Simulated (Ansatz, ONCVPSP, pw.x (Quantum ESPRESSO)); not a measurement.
Li (Z = 3) (fcc): variants of one ONCV potential in the solid

| Quantity | Value |
| --- | --- |
| Element | lithium (Li) |
| Generator | ONCVPSP 4.0.1.1 (patched build) |
| Type | optimised norm-conserving Vanderbilt (ONCV) |
| Functional | LDA (Perdew-Wang 92) |
| Relativity | scalar-relativistic |
| Frozen core | [He] |
| Valence charge | 1 |
| Reference configuration | 2s0.75 2p0.25 |
| Partial waves | 2s: rc 2.60 bohr, ncon 4, nbas 9, qcut 3.1 1/bohr, local; 2p: rc 4.00 bohr, ncon 3, nbas 7, qcut 2.4 1/bohr, 2 projectors, debl 1 Ha |
| Local potential | the s channel |
| Core correction | Teter function fitted to the true core (icmod 2), fcfact 0.2 |

Crystal test: fcc Li in pw.x 7.5, no spin, 13³ k-points, Fermi–Dirac smearing 0.01 Ry, cutoffs set for each file from its atomic test. The reference is all-electron LAPW (Ansatz 0.2.0) with the same functional, mesh and smearing; V0 and B0 come from Birch–Murnaghan fits to the pressures at five volumes. Errors are pseudo minus all-electron; Δ is the rms difference of the E(V) curves that follow from these fits, minima aligned, over ±6 % about the mean V0. Mesh and smearing are coarse, so the numbers serve the comparison and aren't converged zero-temperature values; the lattice is a test structure that the element need not adopt.

All-electron: a0 = 4.237 Å (V0 = 19.01 Å³/atom), B0 = 14.9 GPa.

Base: The largest radius (4.00 bohr) exceeds half the bond length (2.83 bohr), so the spheres overlap, which is one possible source of error among others. This is a poor potential for the solid. The atomic tests give no hint of an error of this size, and its cause was not traced.

A dash in a converged row means that the minimum lies outside the volumes sampled.

```
     change  cutoffs (Ry)       pw.x  a0 (Å)  a0 error (%)  B0 error (%)  Δ (meV/atom)  mean pressure error (GPa)
       base        50/200  converged       –             –             –             –                      -1.36
p: qcut 1.6        50/200  converged       –             –             –             –                      -3.71
p: qcut 2.1        50/200  converged       –             –             –             –                      -1.95
p: qcut 2.6        50/200  converged       –             –             –             –                      -1.11
p: qcut 3.6        50/200  converged   4.184         -1.24          -2.7           2.3                      -0.51
```

(1) Give the row for: p: qcut 3.1.

## Answers

(1) pw.x: converged; mean pressure error (GPa): -0.72.
